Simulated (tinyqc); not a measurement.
Worked calculation (part 1 of 2): RKS/PBE0 in the sto-3g basis, for OH-, spin multiplicity 1. The basis has no diffuse functions, so it cannot describe the extra electron: this is an exercise in the method, not the real anion. Computed by tinyqc, a small Python program that keeps every step (integrals from PySCF). Settings: charge = -1, multiplicity = 1, basis = sto-3g, energy threshold = 1e-10, iteration cap = 73, orthogonalisation = symmetric, start = atomic densities, DIIS depth = 6, DIIS from iteration = 2, shift = 0.2, method = RKS, functional = pbe0, grid = [30, 50]. Command: `OMP_NUM_THREADS=1 python tinyqc.py 23269 23270 out.jsonl` (the two numbers bound the seeds that draw the settings). One thread of a shared host (Intel(R) Xeon(R) Processor @ 2.60GHz), about 0.4 s of CPU time with the checks. Later iterations appear only in the table of the cycle.

## One-electron integrals

Geometry (angstrom):
```
atom         x         y         z
O     0.000000  0.000000  0.000000
H     0.000000  0.000000  1.223000
```

Basis sto-3g: exponents (1/bohr^2) and contraction coefficients of normalised primitives:
```
element  l (shell)    exponent  coefficient
O            s (1)  130.709320     0.154329
O            s (1)   23.808861     0.535328
O            s (1)    6.443608     0.444635
O            s (2)    5.033151    -0.099967
O            s (2)    1.169596     0.399513
O            s (2)    0.380389     0.700115
O            p (3)    5.033151     0.155916
O            p (3)    1.169596     0.607684
O            p (3)    0.380389     0.391957
H            s (1)    3.425251     0.154329
H            s (1)    0.623914     0.535328
H            s (1)    0.168855     0.444635
```

Overlap, kinetic and nuclear-attraction integrals over the contracted functions; the nuclear repulsion is the sum of Za Zb / Rab.

nuclear repulsion = 3.46150261 hartree

overlap S:
```
           1O 1s     1O 2s    1O 2px    1O 2py    1O 2pz     2H 1s
1O 1s   1.000000  0.236704  0.000000  0.000000  0.000000  0.028734
1O 2s   0.236704  1.000000  0.000000  0.000000  0.000000  0.318725
1O 2px  0.000000  0.000000  1.000000  0.000000  0.000000  0.000000
1O 2py  0.000000  0.000000  0.000000  1.000000  0.000000  0.000000
1O 2pz  0.000000  0.000000  0.000000  0.000000  1.000000  0.293576
2H 1s   0.028734  0.318725  0.000000  0.000000  0.293576  1.000000
```

kinetic energy T (hartree):
```
            1O 1s      1O 2s    1O 2px    1O 2py    1O 2pz      2H 1s
1O 1s   29.003200  -0.168011  0.000000  0.000000  0.000000  -0.008661
1O 2s   -0.168011   0.808128  0.000000  0.000000  0.000000   0.035427
1O 2px   0.000000   0.000000  2.528731  0.000000  0.000000   0.000000
1O 2py   0.000000   0.000000  0.000000  2.528731  0.000000   0.000000
1O 2pz   0.000000   0.000000  0.000000  0.000000  2.528731   0.122641
2H 1s   -0.008661   0.035427  0.000000  0.000000  0.122641   0.760032
```

nuclear attraction V (hartree):
```
             1O 1s      1O 2s     1O 2px     1O 2py     1O 2pz      2H 1s
1O 1s   -61.051143  -7.285498   0.000000   0.000000  -0.009509  -0.904404
1O 2s    -7.285498  -9.483672   0.000000   0.000000  -0.118183  -2.234930
1O 2px    0.000000   0.000000  -9.388142   0.000000   0.000000   0.000000
1O 2py    0.000000   0.000000   0.000000  -9.388142   0.000000   0.000000
1O 2pz   -0.009509  -0.118183   0.000000   0.000000  -9.456535  -1.817015
2H 1s    -0.904404  -2.234930   0.000000   0.000000  -1.817015  -4.644087
```

core Hamiltonian H = T + V (hartree):
```
             1O 1s      1O 2s     1O 2px     1O 2py     1O 2pz      2H 1s
1O 1s   -32.047943  -7.453509   0.000000   0.000000  -0.009509  -0.913065
1O 2s    -7.453509  -8.675545   0.000000   0.000000  -0.118183  -2.199503
1O 2px    0.000000   0.000000  -6.859411   0.000000   0.000000   0.000000
1O 2py    0.000000   0.000000   0.000000  -6.859411   0.000000   0.000000
1O 2pz   -0.009509  -0.118183   0.000000   0.000000  -6.927804  -1.694374
2H 1s    -0.913065  -2.199503   0.000000   0.000000  -1.694374  -3.884055
```

## Two-electron integrals

Functions are numbered as in S; the eight-fold symmetry (ij|kl) = (ji|kl) = (kl|ij) leaves the list below.

Two-electron integrals (ij|kl) in chemists' order, unique and non-zero (hartree):
```
(11|11) 4.785065   (21|11) 0.741380   (21|21) 0.136873   (22|11) 1.118947
(22|21) 0.256633   (22|22) 0.817206   (31|31) 0.024477   (32|31) 0.037809
(32|32) 0.180518   (33|11) 1.115814   (33|21) 0.256684   (33|22) 0.817023
(33|33) 0.880159   (41|41) 0.024477   (42|41) 0.037809   (42|42) 0.180518
(43|43) 0.047444   (44|11) 1.115814   (44|21) 0.256684   (44|22) 0.817023
(44|33) 0.785270   (44|44) 0.880159   (51|51) 0.024477   (52|51) 0.037809
(52|52) 0.180518   (53|53) 0.047444   (54|54) 0.047444   (55|11) 1.115814
(55|21) 0.256684   (55|22) 0.817023   (55|33) 0.785270   (55|44) 0.785270
(55|55) 0.880159   (61|11) 0.090962   (61|21) 0.016671   (61|22) 0.031125
(61|33) 0.031066   (61|44) 0.031066   (61|51) 0.000746   (61|52) 0.001413
(61|55) 0.031249   (61|61) 0.002055   (62|11) 0.249502   (62|21) 0.058066
(62|22) 0.208292   (62|33) 0.204569   (62|44) 0.204569   (62|51) 0.004342
(62|52) 0.034987   (62|55) 0.215530   (62|61) 0.007225   (62|62) 0.069083
(63|31) 0.005721   (63|32) 0.034575   (63|53) 0.007024   (63|63) 0.009231
(64|41) 0.005721   (64|42) 0.034575   (64|54) 0.007024   (64|64) 0.009231
(65|11) 0.191817   (65|21) 0.045176   (65|22) 0.173064   (65|33) 0.165466
(65|44) 0.165466   (65|51) 0.008647   (65|52) 0.061664   (65|55) 0.188060
(65|61) 0.005835   (65|62) 0.069841   (65|65) 0.079071   (66|11) 0.426977
(66|21) 0.100939   (66|22) 0.417385   (66|33) 0.401868   (66|44) 0.401868
(66|51) 0.008712   (66|52) 0.099465   (66|55) 0.447935   (66|61) 0.012626
(66|62) 0.184454   (66|65) 0.213030   (66|66) 0.774606
```

## Orthogonalisation

S = U s U^T; symmetric (Loewdin) form X = U s^(-1/2) U^T, so that X^T S X = 1.

eigenvalues of S: 0.539026  0.841471  1.000000  1.000000  1.136932  1.482572

X:
```
            1O 1s      1O 2s    1O 2px    1O 2py     1O 2pz      2H 1s
1O 1s    1.022588  -0.127935  0.000000  0.000000  -0.004695   0.017383
1O 2s   -0.127935   1.068497  0.000000  0.000000   0.041863  -0.185376
1O 2px   0.000000   0.000000  1.000000  0.000000   0.000000   0.000000
1O 2py   0.000000   0.000000  0.000000  1.000000   0.000000   0.000000
1O 2pz  -0.004695   0.041863  0.000000  0.000000   1.037624  -0.167262
2H 1s    0.017383  -0.185376  0.000000  0.000000  -0.167262   1.082614
```

## Starting guess

The start is atomic minimal-basis densities projected into this basis (PySCF's MINAO start) and scaled to the electron count of each spin; this density is not idempotent, so its energy is not variational and may lie below the converged one.

D at the start:
```
            1O 1s      1O 2s    1O 2px    1O 2py     1O 2pz      2H 1s
1O 1s    2.387610  -0.556817  0.000000  0.000000   0.012329  -0.019716
1O 2s   -0.556817   2.358526  0.000000  0.000000  -0.061309   0.075232
1O 2px   0.000000   0.000000  1.455693  0.000000   0.000000   0.000000
1O 2py   0.000000   0.000000  0.000000  1.455693   0.000000   0.000000
1O 2pz   0.012329  -0.061309  0.000000  0.000000   1.367335   0.144756
2H 1s   -0.019716   0.075232  0.000000  0.000000   0.144756   1.106926
```

## Iteration 1: exchange-correlation on the grid

Becke grid with 30 radial and 50 angular points per atom, points of zero weight dropped. rho = sum D_ij phi_i phi_j; V_xc,ij = sum w v_xc phi_i phi_j plus the gradient terms; v_xc is d(rho eps)/d rho at fixed gradient. Exact exchange is left to K.

The 12 grid points with the largest w rho, of 2984 (bohr, atomic units):
```
x                  y          z         w       rho  |grad rho|^2     eps_xc       v_xc
0.704702   -0.704702   0.000000  0.056399  0.466556      1.202451  -0.495030  -0.634352
-0.704702   0.704702   0.000000  0.056399  0.466556      1.202451  -0.495030  -0.634352
0.704702    0.704702   0.000000  0.056399  0.466556      1.202451  -0.495030  -0.634352
-0.704702  -0.704702   0.000000  0.056399  0.466556      1.202451  -0.495030  -0.634352
0.000000    0.704702  -0.704702  0.056407  0.464645      1.201993  -0.494457  -0.633354
0.000000   -0.704702  -0.704702  0.056407  0.464645      1.201993  -0.494457  -0.633354
-0.704702   0.000000  -0.704702  0.056407  0.464645      1.201993  -0.494457  -0.633354
0.704702    0.000000  -0.704702  0.056407  0.464645      1.201993  -0.494457  -0.633354
0.704702    0.000000   0.704702  0.055104  0.465012      1.097588  -0.494131  -0.635278
0.000000    0.704702   0.704702  0.055104  0.465012      1.097588  -0.494131  -0.635278
-0.704702   0.000000   0.704702  0.055104  0.465012      1.097588  -0.494131  -0.635278
0.000000   -0.704702   0.704702  0.055104  0.465012      1.097588  -0.494131  -0.635278
```

electrons on the grid, sum of w rho = 9.999201

E_xc = sum of w rho eps_xc = -7.68855848 hartree

V_xc (hartree):
```
            1O 1s      1O 2s     1O 2px     1O 2py     1O 2pz      2H 1s
1O 1s   -2.403695  -0.326133   0.000000   0.000000   0.000187  -0.040384
1O 2s   -0.326133  -0.614527   0.000000   0.000000  -0.005015  -0.152733
1O 2px   0.000000   0.000000  -0.607597   0.000000   0.000000   0.000000
1O 2py   0.000000   0.000000   0.000000  -0.607597   0.000000   0.000000
1O 2pz   0.000187  -0.005015   0.000000   0.000000  -0.613290  -0.131554
2H 1s   -0.040384  -0.152733   0.000000   0.000000  -0.131554  -0.368671
```

## Iteration 1: building the Kohn-Sham matrix

J_ij = sum D_kl (ij|kl), K_ij = sum D_kl (ik|jl); F = H + J - 0.125 K + V_xc; E = tr D H + tr D J / 2 - 0.0625 tr D K + E_xc + E_nn.

Coulomb J (hartree):
```
            1O 1s     1O 2s    1O 2px    1O 2py    1O 2pz     2H 1s
1O 1s   18.574686  3.454147  0.000000  0.000000  0.008739  0.421714
1O 2s    3.454147  8.351260  0.000000  0.000000  0.111959  2.142916
1O 2px   0.000000  0.000000  8.325625  0.000000  0.000000  0.000000
1O 2py   0.000000  0.000000  0.000000  8.325625  0.000000  0.000000
1O 2pz   0.008739  0.111959  0.000000  0.000000  8.376417  1.816357
2H 1s    0.421714  2.142916  0.000000  0.000000  1.816357  4.608311
```

exchange K (hartree):
```
            1O 1s     1O 2s    1O 2px    1O 2py    1O 2pz     2H 1s
1O 1s   11.028208  1.848207  0.000000  0.000000  0.007947  0.249500
1O 2s    1.848207  2.856445  0.000000  0.000000  0.074584  0.917349
1O 2px   0.000000  0.000000  1.874502  0.000000  0.000000  0.000000
1O 2py   0.000000  0.000000  0.000000  1.874502  0.000000  0.000000
1O 2pz   0.007947  0.074584  0.000000  0.000000  1.934605  0.666730
2H 1s    0.249500  0.917349  0.000000  0.000000  0.666730  1.232731
```

Kohn-Sham matrix F (hartree):
```
             1O 1s      1O 2s    1O 2px    1O 2py     1O 2pz      2H 1s
1O 1s   -17.255478  -4.556522  0.000000  0.000000  -0.001576  -0.562923
1O 2s    -4.556522  -1.295867  0.000000  0.000000  -0.020561  -0.323989
1O 2px    0.000000   0.000000  0.624305  0.000000   0.000000   0.000000
1O 2py    0.000000   0.000000  0.000000  0.624305   0.000000   0.000000
1O 2pz   -0.001576  -0.020561  0.000000  0.000000   0.593498  -0.092912
2H 1s    -0.562923  -0.323989  0.000000  0.000000  -0.092912   0.201493
```

total energy of this density = -79.06360699 hartree

This density is the starting one; it is not idempotent, so its energy is not variational and may lie below the converged one.

## Iteration 1: diagonalisation and new density

A level shift of 0.2 hartree raises the virtual space: F + shift (S - S D(s) S), with D(s) the density of one spin (D/2). Diagonalise F' = X^T F X, C = X C', fill 5 alpha and 5 beta electrons from the bottom; D = 2 C_occ C_occ^T. Each column has its largest component positive (the first on a tie).

F' = X^T F X (hartree):
```
            1          2         3         4          5          6
1  -16.916778  -2.526110  0.000000  0.000000  -0.023974  -0.032404
2   -2.526110  -0.428831  0.000000  0.000000   0.058951  -0.312155
3    0.000000   0.000000  0.678735  0.000000   0.000000   0.000000
4    0.000000   0.000000  0.000000  0.678735   0.000000   0.000000
5   -0.023974   0.058951  0.000000  0.000000   0.737314  -0.307951
6   -0.032404  -0.312155  0.000000  0.000000  -0.307951   0.452730
```

orbital energies (hartree): MO1 -17.295481, MO2 -0.200221, MO3 0.357527, MO4 0.678735, MO5 0.678735, MO6 0.982609

coefficients C:
```
              MO1        MO2        MO3       MO4        MO5        MO6
1O 1s    0.992400  -0.240924   0.119237  0.000000   0.000000  -0.072513
1O 2s    0.031040   0.872278  -0.540148  0.000000   0.000000   0.374936
1O 2px   0.000000   0.000000   0.000000  0.992500  -0.122248   0.000000
1O 2py   0.000000   0.000000   0.000000  0.122248   0.992500   0.000000
1O 2pz   0.001760   0.055576   0.506755  0.000000   0.000000   0.920066
2H 1s   -0.005639   0.312665   0.704148  0.000000   0.000000  -0.800675
```

D after iteration 1:
```
            1O 1s      1O 2s    1O 2px    1O 2py     1O 2pz      2H 1s
1O 1s    2.114239  -0.487507  0.000000  0.000000   0.097562   0.006071
1O 2s   -0.487507   2.107185  0.000000  0.000000  -0.450380  -0.215577
1O 2px   0.000000   0.000000  2.000000  0.000000   0.000000   0.000000
1O 2py   0.000000   0.000000  0.000000  2.000000   0.000000   0.000000
1O 2pz   0.097562  -0.450380  0.000000  0.000000   0.519785   0.748395
2H 1s    0.006071  -0.215577  0.000000  0.000000   0.748395   1.187230
```

Within a degenerate level the vectors are fixed only up to a rotation; this is one choice.

## Iteration 2: exchange-correlation on the grid

As before.

The 12 grid points with the largest w rho, of 2984 (bohr, atomic units):
```
x                  y          z         w       rho  |grad rho|^2     eps_xc       v_xc
0.704702   -0.704702   0.000000  0.056399  0.556113      1.684502  -0.522027  -0.671595
-0.704702  -0.704702   0.000000  0.056399  0.556113      1.684502  -0.522027  -0.671595
-0.704702   0.704702   0.000000  0.056399  0.556113      1.684502  -0.522027  -0.671595
0.704702    0.704702   0.000000  0.056399  0.556113      1.684502  -0.522027  -0.671595
-0.856645  -0.856645   0.000000  0.095743  0.319031      0.824104  -0.445086  -0.550313
-0.856645   0.856645   0.000000  0.095743  0.319031      0.824104  -0.445086  -0.550313
0.856645   -0.856645   0.000000  0.095743  0.319031      0.824104  -0.445086  -0.550313
0.856645    0.856645   0.000000  0.095743  0.319031      0.824104  -0.445086  -0.550313
0.901457    0.300486  -0.300486  0.050406  0.556223      1.703103  -0.522106  -0.671441
0.901457   -0.300486  -0.300486  0.050406  0.556223      1.703103  -0.522106  -0.671441
0.300486   -0.901457  -0.300486  0.050406  0.556223      1.703103  -0.522106  -0.671441
-0.300486  -0.901457  -0.300486  0.050406  0.556223      1.703103  -0.522106  -0.671441
```

electrons on the grid, sum of w rho = 9.999040

E_xc = sum of w rho eps_xc = -7.19541898 hartree

V_xc (hartree):
```
            1O 1s      1O 2s     1O 2px     1O 2py     1O 2pz      2H 1s
1O 1s   -2.323799  -0.317820   0.000000   0.000000   0.002336  -0.039141
1O 2s   -0.317820  -0.612545   0.000000   0.000000   0.010198  -0.150982
1O 2px   0.000000   0.000000  -0.620750   0.000000   0.000000   0.000000
1O 2py   0.000000   0.000000   0.000000  -0.620750   0.000000   0.000000
1O 2pz   0.002336   0.010198   0.000000   0.000000  -0.582003  -0.127040
2H 1s   -0.039141  -0.150982   0.000000   0.000000  -0.127040  -0.378383
```

## Iteration 2: building the Kohn-Sham matrix

As before.

Coulomb J (hartree):
```
            1O 1s     1O 2s    1O 2px    1O 2py     1O 2pz     2H 1s
1O 1s   17.482540  3.297555  0.000000  0.000000  -0.007857  0.401659
1O 2s    3.297555  8.195416  0.000000  0.000000   0.040091  2.103268
1O 2px   0.000000  0.000000  8.206428  0.000000   0.000000  0.000000
1O 2py   0.000000  0.000000  0.000000  8.206428   0.000000  0.000000
1O 2pz  -0.007857  0.040091  0.000000  0.000000   8.149760  1.773160
2H 1s    0.401659  2.103268  0.000000  0.000000   1.773160  4.595352
```

exchange K (hartree):
```
           1O 1s      1O 2s    1O 2px    1O 2py     1O 2pz     2H 1s
1O 1s   9.790437   1.662168  0.000000  0.000000   0.006526  0.213937
1O 2s   1.662168   2.622357  0.000000  0.000000  -0.174724  0.753353
1O 2px  0.000000   0.000000  2.281776  0.000000   0.000000  0.000000
1O 2py  0.000000   0.000000  0.000000  2.281776   0.000000  0.000000
1O 2pz  0.006526  -0.174724  0.000000  0.000000   1.391424  0.688306
2H 1s   0.213937   0.753353  0.000000  0.000000   0.688306  1.318248
```

Kohn-Sham matrix F (hartree):
```
             1O 1s      1O 2s    1O 2px    1O 2py     1O 2pz      2H 1s
1O 1s   -18.113006  -4.681545  0.000000  0.000000  -0.015846  -0.577290
1O 2s    -4.681545  -1.420468  0.000000  0.000000  -0.046053  -0.341386
1O 2px    0.000000   0.000000  0.441045  0.000000   0.000000   0.000000
1O 2py    0.000000   0.000000  0.000000  0.441045   0.000000   0.000000
1O 2pz   -0.015846  -0.046053  0.000000  0.000000   0.466025  -0.134292
2H 1s    -0.577290  -0.341386  0.000000  0.000000  -0.134292   0.168133
```

total energy of this density = -74.32999922 hartree

## Iteration 2: diagonalisation and new density

As before.

F' = X^T F X (hartree):
```
            1          2         3         4          5          6
1  -17.757480  -2.534120  0.000000  0.000000  -0.038173  -0.038853
2   -2.534120  -0.516380  0.000000  0.000000   0.061978  -0.265247
3    0.000000   0.000000  0.441045  0.000000   0.000000   0.000000
4    0.000000   0.000000  0.000000  0.441045   0.000000   0.000000
5   -0.038173   0.061978  0.000000  0.000000   0.675046  -0.364605
6   -0.038853  -0.265247  0.000000  0.000000  -0.364605   0.414662
```

orbital energies (hartree): MO1 -18.122595, MO2 -0.257085, MO3 0.225654, MO4 0.441045, MO5 0.441045, MO6 0.969873

coefficients C:
```
              MO1        MO2        MO3        MO4       MO5        MO6
1O 1s    0.993970  -0.243940   0.104635   0.000000  0.000000  -0.062809
1O 2s    0.024953   0.912082  -0.495466   0.000000  0.000000   0.340833
1O 2px   0.000000   0.000000   0.000000   0.998208  0.059843   0.000000
1O 2py   0.000000   0.000000   0.000000  -0.059843  0.998208   0.000000
1O 2pz   0.002307   0.065484   0.510108   0.000000  0.000000   0.917557
2H 1s   -0.004998   0.246082   0.717844   0.000000  0.000000  -0.811674
```

D after iteration 2:
```
            1O 1s      1O 2s    1O 2px    1O 2py     1O 2pz      2H 1s
1O 1s    2.116865  -0.499068  0.000000  0.000000   0.079389   0.020230
1O 2s   -0.499068   2.156006  0.000000  0.000000  -0.385915  -0.262691
1O 2px   0.000000   0.000000  2.000000  0.000000   0.000000   0.000000
1O 2py   0.000000   0.000000  0.000000  2.000000   0.000000   0.000000
1O 2pz   0.079389  -0.385915  0.000000  0.000000   0.529007   0.764561
2H 1s    0.020230  -0.262691  0.000000  0.000000   0.764561   1.151762
```

Within a degenerate level the vectors are fixed only up to a rotation; this is one choice.
